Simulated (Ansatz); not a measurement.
A calculation with Ansatz (development build ahead of 0.2.0).

```yaml
crystal:
  periodic: [false, false, false]
  atoms:
    - { symbol: C, position_ang: [0.0, 0.0, 0.0] }
    - { symbol: C, position_ang: [0.0, 0.0, 8.0] }
basis:
  gaussian: { orbitals: pcseg-2 }
magnetization:
  initial_magnetization: 2
hamiltonian:
  xc: pbe0
```

The input is written out in the form of the current development build from the run's settings.

Results

```
Converged                       : yes
Total energy                    : -75.53517 hartree
Spin squared of the determinant : 2.000
Stability test                  : minimum among restricted orbitals
```

Caution: stretched shape with no unrestricted run beside it, a lower state can exist.
